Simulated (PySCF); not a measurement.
One ligand Y is varied and pulled off as a radical: Cd(NH2)1–Y. Gas-phase values, no solvent. One relaxed conformer stands for each flexible species; it need not be the lowest. Multiplicities are imposed; where one is given, others were not computed. Strings in code marks are SMILES.

Quantity: electronic energy of homolysis of the metal–ligand bond (relaxed doublet parts, no counterpoise, zero-point or spin–orbit term), in kcal/mol.

A: F: [Cd(NH2)(F)]
B: SH: [Cd(NH2)(SH)]
C: Cl: [Cd(NH2)(Cl)]

**Question.** Put the candidates in order of electronic energy of homolysis of the metal–ligand bond (relaxed doublet parts, no counterpoise, zero-point or spin–orbit term), lowest first, for B3LYP/6-311+G** (LANL2DZ on Cd) // PBE-D3(BJ)/def2-SVP (PySCF).

**Answer.** B (62.9 kcal/mol), C (84.3 kcal/mol), A (102.7 kcal/mol)
